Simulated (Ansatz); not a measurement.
## Active spaces for MgH2, singlet

Calculated in Ansatz's Gaussian-basis code. Basis cc-pV(T+d)Z on Mg, cc-pVTZ on H, nonrelativistic, 1 orbital frozen in the corrections. State-specific CASSCF; RHF is the lowest restricted (open-shell) Hartree–Fock solution met. No symmetry is imposed, so a solution can break that of the shape. The lowest solution met needn't be the lowest there is, nor hold the orbitals that a chemist would pick.

Geometry. A bond is stretched, to 1.78 times the sum of the covalent radii.

```xyz
3

Mg    0.0000    0.0000    0.0000
H     0.0000    0.0000    3.0600
H     0.0000    0.0000   -1.7000
```

**Question.** What do CASSCF and its corrections give against RHF in CAS(4,6), and what are the occupations?

**Answer.** CASSCF -1.939 eV, SC-NEVPT2 -3.566 eV; occupations 1.95, 1.76, 0.25, 0.03, 0.01, 0.01.
